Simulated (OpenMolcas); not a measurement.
# AlHCl2 (SMILES [H][Al]([Cl])[Cl]), step by step

We compute the energy (UHF/STO-3G), then the energy (CASSCF(2,2)/STO-3G), then a single-point energy (CASPT2(2,2)/STO-3G), then a single-point energy (SC-NEVPT2(2,2)/STO-3G), then the energy (MRCI(2,2)/STO-3G) of AlHCl2. 

The calculation is run with OpenMolcas 26.06.

3 further runs of the same task are left out: 1 for a known fault of the program, 1 that didn't finish, 1 set aside as unsound or not needed.

## Step 1: The structure to begin with

The species is AlHCl2 (4 atoms), meant as a singlet with charge 0. As SMILES, `[H][Al]([Cl])[Cl]`. The Al1–Cl2 distance was set to 3.539 Å, away from the relaxed value. At this shape a bond of the SMILES string is far longer than usual.

Bond lengths: Al1–Cl3 2.023 Å, Al1–H4 1.522 Å. Angles: Cl3–Al1–H4 117.9°.

## Step 2: The energy at UHF/STO-3G (run 1)

step1.inp reads:

```
&GATEWAY
  BasLib
  $CurrDir
  Coord
  4
  angstrom
  Al      -1.562457      -0.004205      -0.011445
  Cl       1.971850      -0.182600       0.014280
  Cl      -2.610387       1.726345      -0.026855
  H       -2.343117      -1.310175      -0.009045
  Basis
  STO-3G
  Group
  NoSym

&SEWARD

&SCF
  UHF
  Scramble
  0.25
  PrOrbitals
  1 1
```

The basis set STO-3G is read from a file made from the Basis Set Exchange's data (not shown).

Command:

```sh
$ export MOLCAS_MEM=1860
$ pymolcas step1.inp > step1.log
```

Standard output:

```text
--- Start Module: gateway ---
[...]
--- Stop Module: gateway /rc=_RC_ALL_IS_WELL_ ---
--- Start Module: seward ---
[...]
      Basis functions           28
--- Stop Module: seward /rc=_RC_ALL_IS_WELL_ ---
--- Start Module: scf ---
[...]
       Convergence after  22 Iterations
[...]
::    Total SCF energy                              -1148.7471547146
[...]
      Total spin, S                                     0.5645267907
[...]
      Total electronic charge=   48.000000
      Total            charge=   -0.000000
[...]
      Dipole Moment (debye):
      Origin of the operator (angstrom)=   -0.6826    0.5366   -0.0077
                   X=  1.3720E+00               Y= -2.2453E+00               Z=  1.8164E-02           Total=  2.6314E+00
      Quadrupole Moment (debye*angstrom):
[...]
--- Stop Module: scf /rc=_RC_ALL_IS_WELL_ ---
[...]
```

It took 2 s on 1 thread of Arm Neoverse V1, shared host; peak memory 0.37 GiB.

## Step 3: The energy at CASSCF(2,2)/STO-3G (run 2)

step2.input reads:

```
* AlCl2H CASSCF
&GATEWAY
BasLib=$CurrDir
Coord
4
angstrom
Al      -1.562457      -0.004205      -0.011445
Cl       1.971850      -0.182600       0.014280
Cl      -2.610387       1.726345      -0.026855
H       -2.343117      -1.310175      -0.009045
Basis=STO-3G
Group=NoSym
&SEWARD
&RASSCF
FileOrb=$CurrDir/step1.UnaOrb
Spin=1
Nactel=2 0 0
Inactive=23
Ras2=2
OrbListing=Nothing
OrbAppear=Compact
```

The basis set STO-3G is read from a file made from the Basis Set Exchange's data (not shown).

Command:

```sh
$ export MOLCAS_MEM=1860
$ pymolcas step2.input > step2.log
```

Standard output:

```text
--- Start Module: gateway ---
[...]
--- Stop Module: gateway /rc=_RC_ALL_IS_WELL_ ---
--- Start Module: seward ---
[...]
      Basis functions           28
--- Stop Module: seward /rc=_RC_ALL_IS_WELL_ ---
--- Start Module: rasscf ---
[...]
      Number of active orbitals                  2
[...]
      Spin quantum number                      0.0
[...]
      Active orbitals                            2
[...]
      Number of CSFs                             3
[...]
      Number of root(s) required                 1
[...]
      Convergence after 14 iterations
[...]
      printout of CI-coefficients larger than  0.05 for root  1
      energy=   -1148.754752
      conf/sym  11     Coeff  Weight
             1  20  -0.89342 0.79819
             3  02   0.44923 0.20181
      Natural orbitals and occupation numbers for root  1
      sym 1:   1.596382   0.403618
      ************************************************************************************************************************
      *                                                    Final results                                                     *
[...]
::    RASSCF root number  1 Total energy:  -1148.75475206
[...]
      Total electronic charge=   48.000000
      Total            charge=   -0.000000
[...]
      Dipole Moment (debye):
      Origin of the operator (angstrom)=   -0.6826    0.5366   -0.0077
                   X=  3.8136E-01               Y= -2.1182E+00               Z=  1.0407E-02           Total=  2.1522E+00
      Quadrupole Moment (debye*angstrom):
[...]
--- Stop Module: rasscf /rc=_RC_ALL_IS_WELL_ ---
[...]
```

Run time: 1.8 s. Hardware: 1 thread of Arm Neoverse V1, shared host; peak memory 0.37 GiB.

## Step 4: A single-point energy at CASPT2(2,2)/STO-3G (run 3)

step3.inp reads:

```
>>> EXPORT MOLCAS_PRINT=2

&GATEWAY
 BasLib=$CurrDir
 Coord
 4
 angstrom
 Al      -1.562457      -0.004205      -0.011445
 Cl       1.971850      -0.182600       0.014280
 Cl      -2.610387       1.726345      -0.026855
 H       -2.343117      -1.310175      -0.009045
 Basis=STO-3G
 Group=NoSym

&SEWARD

&RASSCF
 FileOrb=$CurrDir/step2.RasOrb
 Spin=1
 Nactel=2 0 0
 Inactive=23
 Ras2=2
 OrbListing=Nothing
 OrbAppear=Compact

&CASPT2
 Imaginary=0.1
 Frozen=15
```

The basis set STO-3G is read from a file made from the Basis Set Exchange's data (not shown).

Command:

```sh
$ export MOLCAS_MEM=1860
$ pymolcas step3.inp > step3.log
```

Standard output:

```text
--- Start Module: gateway ---
[...]
--- Stop Module: gateway /rc=_RC_ALL_IS_WELL_ ---
[...]
      Basis functions           28
[...]
--- Start Module: rasscf ---
[...]
      Number of active orbitals                  2
[...]
      Spin quantum number                      0.0
[...]
      Active orbitals                            2
[...]
      Number of CSFs                             3
[...]
      Number of root(s) required                 1
[...]
      Convergence after  4 iterations
[...]
      printout of CI-coefficients larger than  0.05 for root  1
      energy=   -1148.754752
      conf/sym  11     Coeff  Weight
             1  20  -0.89342 0.79819
             3  02   0.44923 0.20181
      Natural orbitals and occupation numbers for root  1
      sym 1:   1.596381   0.403619
      ************************************************************************************************************************
      *                                                    Final results                                                     *
[...]
::    RASSCF root number  1 Total energy:  -1148.75475206
[...]
      Total electronic charge=   48.000000
      Total            charge=   -0.000000
[...]
      Dipole Moment (debye):
      Origin of the operator (angstrom)=   -0.6826    0.5366   -0.0077
                   X=  3.8136E-01               Y= -2.1182E+00               Z=  1.0411E-02           Total=  2.1522E+00
      Quadrupole Moment (debye*angstrom):
[...]
--- Stop Module: rasscf /rc=_RC_ALL_IS_WELL_ ---
--- Start Module: caspt2 ---
[...]
      E2 (Variational):          -0.0236745111
      Total energy:           -1148.7784265686
[...]
      Reference weight:           0.98578
[...]
::    CASPT2 Root  1     Total energy:  -1148.77842657
[...]
--- Stop Module: caspt2 /rc=_RC_ALL_IS_WELL_ ---
[...]
```

It took 1.7 s on 1 thread of Arm Neoverse V1, shared host; peak memory 0.37 GiB.

## Step 5: The energy at SC-NEVPT2(2,2)/STO-3G (run 4)

step4.input reads:

```
&gateway
  baslib=$CurrDir
  coord
  4
  angstrom
  Al      -1.562457      -0.004205      -0.011445
  Cl       1.971850      -0.182600       0.014280
  Cl      -2.610387       1.726345      -0.026855
  H       -2.343117      -1.310175      -0.009045
  basis=STO-3G
  group=NoSym

&seward

&rasscf
  fileorb=$CurrDir/step2.RasOrb
  spin=1
  nactel=2 0 0
  inactive=23
  ras2=2
  orblisting=Nothing
  orbappear=Compact

&caspt2
  sc-nevpt2
  frozen=15
```

The basis set STO-3G is read from a file made from the Basis Set Exchange's data (not shown).

Command:

```sh
$ export MOLCAS_MEM=1860
$ pymolcas step4.input > step4.log
```

Standard output:

```text
--- Start Module: gateway ---
[...]
--- Stop Module: gateway /rc=_RC_ALL_IS_WELL_ ---
[...]
      Basis functions           28
[...]
--- Start Module: rasscf ---
[...]
      Number of active orbitals                  2
[...]
      Spin quantum number                      0.0
[...]
      Active orbitals                            2
[...]
      Number of CSFs                             3
[...]
      Number of root(s) required                 1
[...]
      Convergence after  4 iterations
[...]
      printout of CI-coefficients larger than  0.05 for root  1
      energy=   -1148.754752
      conf/sym  11     Coeff  Weight
             1  20  -0.89342 0.79819
             3  02   0.44923 0.20181
      Natural orbitals and occupation numbers for root  1
      sym 1:   1.596381   0.403619
      ************************************************************************************************************************
      *                                                    Final results                                                     *
[...]
::    RASSCF root number  1 Total energy:  -1148.75475206
[...]
      Total electronic charge=   48.000000
      Total            charge=   -0.000000
[...]
      Dipole Moment (debye):
      Origin of the operator (angstrom)=   -0.6826    0.5366   -0.0077
                   X=  3.8136E-01               Y= -2.1182E+00               Z=  1.0411E-02           Total=  2.1522E+00
      Quadrupole Moment (debye*angstrom):
[...]
--- Stop Module: rasscf /rc=_RC_ALL_IS_WELL_ ---
--- Start Module: caspt2 ---
[...]
      E2 (Variational):          -0.0229399982
[...]
      E2 (Variational):          -0.0229091072
      Total energy:           -1148.7776611647
[...]
      Reference weight:           0.98675
[...]
::    SC-NEVPT2 Root  1     Total energy:  -1148.77766116
[...]
--- Stop Module: caspt2 /rc=_RC_ALL_IS_WELL_ ---
[...]
```

Run time: 1.7 s. Hardware: 1 thread of Arm Neoverse V1, shared host; peak memory 0.37 GiB.

## Step 6: The energy at MRCI(2,2)/STO-3G (run 5)

step5.input reads:

```
>>> EXPORT MOLCAS_PRINT=2

&GATEWAY
 BasLib=$CurrDir
 Coord
 4
 angstrom
 Al      -1.562457      -0.004205      -0.011445
 Cl       1.971850      -0.182600       0.014280
 Cl      -2.610387       1.726345      -0.026855
 H       -2.343117      -1.310175      -0.009045
 Basis=STO-3G
 Group=NoSym

&SEWARD

&RASSCF
 FileOrb=$CurrDir/step2.RasOrb
 Spin=1
 Nactel=2 0 0
 Inactive=23
 Ras2=2
 OrbListing=Nothing
 OrbAppear=Compact

&MOTRA
 LumOrb
 Frozen=15

&GUGA
 Electrons=18
 Spin=1
 Inactive=8
 Active=2
 CIAll=1

&MRCI
 SDCI
```

The basis set STO-3G is read from a file made from the Basis Set Exchange's data (not shown).

Command:

```sh
$ export MOLCAS_MEM=1860
$ pymolcas step5.input > step5.log
```

Standard output:

```text
--- Start Module: gateway ---
[...]
--- Stop Module: gateway /rc=_RC_ALL_IS_WELL_ ---
[...]
      Basis functions           28
[...]
      Number of active orbitals                  2
[...]
      Spin quantum number                      0.0
[...]
      Active orbitals                            2
[...]
      Number of CSFs                             3
[...]
      Number of root(s) required                 1
[...]
      Convergence after  4 iterations
[...]
      printout of CI-coefficients larger than  0.05 for root  1
      energy=   -1148.754752
      conf/sym  11     Coeff  Weight
             1  20  -0.89342 0.79819
             3  02   0.44923 0.20181
      Natural orbitals and occupation numbers for root  1
      sym 1:   1.596381   0.403619
      ************************************************************************************************************************
      *                                                    Final results                                                     *
[...]
::    RASSCF root number  1 Total energy:  -1148.75475206
[...]
      Dipole Moment (debye):
      Origin of the operator (angstrom)=   -0.6826    0.5366   -0.0077
                   X=  3.8136E-01               Y= -2.1182E+00               Z=  1.0411E-02           Total=  2.1522E+00
      Quadrupole Moment (debye*angstrom):
[...]
--- Start Module: guga ---
[...]
--- Stop Module: guga /rc=_RC_ALL_IS_WELL_ ---
[...]
       (But an ACPF correction will be computed)
       USE THE DEFAULT ACPF G-VALUE GFAC=  0.11111111111111110
[...]
                      CI ENERGY: -1148.78772862
[...]
                ACPF CORRECTION:    -0.00093835
[...]
      Total electronic charge=   48.000000
      Total            charge=   -0.000000
[...]
     ACPF CORRECTION:     -0.00093835
[...]
  CI State   1     Total energy:  -1148.78772862     QDav:     -0.00105942     QACPF:     -0.00093835
[...]
```

Wall time 1.9 s (1 thread of Arm Neoverse V1, shared host); peak memory 0.37 GiB.

## Step 7: What came out

| quantity | value |
| --- | --- |
| run 1, UHF/STO-3G: total energy | -1148.74715 Eh |
| run 1, UHF/STO-3G: dipole moment | 2.63 D |
| run 1, UHF/STO-3G: HOMO energy | -5.85 eV |
| run 1, UHF/STO-3G: LUMO energy | 1.30 eV |
| run 1, UHF/STO-3G: HOMO–LUMO gap | 7.16 eV |
| run 1, UHF/STO-3G: ⟨S²⟩ | 0.883 |
| run 2, CASSCF(2,2)/STO-3G: total energy | -1148.75475 Eh |
| run 2, CASSCF(2,2)/STO-3G: dipole moment (CASSCF density) | 2.15 D |
| run 3, CASPT2(2,2)/STO-3G: total energy | -1148.77843 Eh |
| run 3, CASPT2(2,2)/STO-3G: dipole moment (CASSCF density) | 2.15 D |
| run 4, SC-NEVPT2(2,2)/STO-3G: total energy | -1148.77766 Eh |
| run 4, SC-NEVPT2(2,2)/STO-3G: dipole moment (CASSCF density) | 2.15 D |
| run 5, MRCI(2,2)/STO-3G: total energy | -1148.78773 Eh |
| run 5, MRCI(2,2)/STO-3G: dipole moment (CASSCF density) | 2.15 D |

**Reading.** ⟨S²⟩ (run 1, UHF/STO-3G) is 0.88 where a pure singlet has 0.00: the reference is spin-contaminated. Mulliken charges (run 1, UHF/STO-3G) run from -0.51 on Cl3 to +0.84 on Al1. Mulliken charges (run 3, CASPT2(2,2)/STO-3G) of the CASSCF density run from -0.50 on Cl3 to +0.88 on Al1. Mulliken charges (run 4, SC-NEVPT2(2,2)/STO-3G) of the CASSCF density run from -0.50 on Cl3 to +0.88 on Al1. Mulliken charges (run 5, MRCI(2,2)/STO-3G) of the CASSCF density run from -0.50 on Cl3 to +0.88 on Al1; they depend strongly on the basis.
